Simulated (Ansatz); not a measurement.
```yaml
crystal:
  periodic: [false, false, false]
  atoms:
    - {symbol: C, position_ang: [-0.561512, 1.376158, -0.478204]}
    - {symbol: C, position_ang: [0.171717, 0.377138, -0.084583]}
    - {symbol: C, position_ang: [0.896571, -0.627309, 0.309122]}
    - {symbol: S, position_ang: [0.335406, -2.258149, 0.658224]}
    - {symbol: H, position_ang: [-0.730995, 1.572678, -1.533269]}
    - {symbol: H, position_ang: [-1.025958, 2.052598, 0.234002]}
    - {symbol: H, position_ang: [1.966242, -0.513364, 0.456697]}
    - {symbol: H, position_ang: [-0.959271, -2.036749, 0.382010]}
basis:
  gaussian: {orbitals: def2-SVPD}
magnetization: {spin_polarized: true, initial_magnetization: 0}
hamiltonian: {xc: {name: M06-2X}}
output: {forces: true}
```

```sh
$ ansatz run in.yaml --threads 2 --pin off --events-out ev --progress --plain --max-ram 4352MiB
```

Shortened log:

```
Error: YAML parse error: error: line 15 column 19: hamiltonian.xc: no functional is named "M06-2X"; the names, which are not case-sensitive, are SVWN5, SPW92, PBE, PBE0, PBEsol, revPBE, revPBE0, RPBE, rPW86-PBE, HSE06, wPBEh, LC-wPBE, HISS, HF, BLYP, B3LYP, B3LYP5, BHLYP, CAM-B3LYP, r2SCAN, r2SCANh, r2SCAN0, r2SCAN50, m-r2SCAN, B97, wB97, wB97X, wB97X-V, B97M-V, wB97M-V, B2PLYP, B2GP-PLYP, PBE0-DH, PBE-QIDH
13 |   gaussian: {orbitals: def2-SVPD}
14 | magnetization: {spin_polarized: true, initial_magnetization: 0}
15 | hamiltonian: {xc: {name: M06-2X}}
16 | output: {forces: true}
```

(1) What is wrong with this run?

## Answers

(1) The method's name isn't one that the program takes here. The input was rejected before any iteration.

HSE06 is defined as in plane-wave codes.
